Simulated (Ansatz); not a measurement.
The same path of BH5NSi (8 atoms, charge 0, multiplicity 2) was run twice with different band settings. The coordinate that changes most is the dihedral H5–B1–N2–Si3.

These are results of UKS B3LYP/def2-SVP (Ansatz), not measurements.

Relaxed end points:

```xyz
8
Properties=species:S:1:pos:R:3
B -0.472 1.057 -0.726
N -0.274 0.255 0.415
Si 0.259 -1.428 0.478
H -0.203 0.607 -1.815
H -0.900 2.180 -0.601
H -0.537 0.667 1.310
H 1.029 -1.722 -0.767
H 1.097 -1.617 1.705
```

```xyz
8
Properties=species:S:1:pos:R:3
B -0.467 1.059 -0.726
N -0.272 0.257 0.416
Si 0.251 -1.430 0.477
H -0.884 2.186 -0.599
H -0.209 0.606 -1.816
H -0.529 0.672 1.311
H 1.019 -1.728 -0.767
H 1.091 -1.623 1.703
```

Common settings: spring 5.0 eV/Å²; optimiser quadratic models (default); start path IDPP; force threshold 0.05 eV/Å; iteration limit 60; end points relaxed.

| run | movable images | climbing image |
| --- | --- | --- |
| 1 | 5 | yes |
| 2 | 6 | no |

**Question.** What does each run give, and how far can it be trusted?

**Answer.** Run 1: converged after 7 iterations, highest image 1.106 eV above the first end. A vibrational analysis at the climbing image gives one clearly imaginary mode, 841i cm⁻¹: a first-order saddle point.
Run 2: converged after 12 iterations, highest image 1.023 eV above the first end. No image climbed, so the highest image needn't sit at the top of the path.
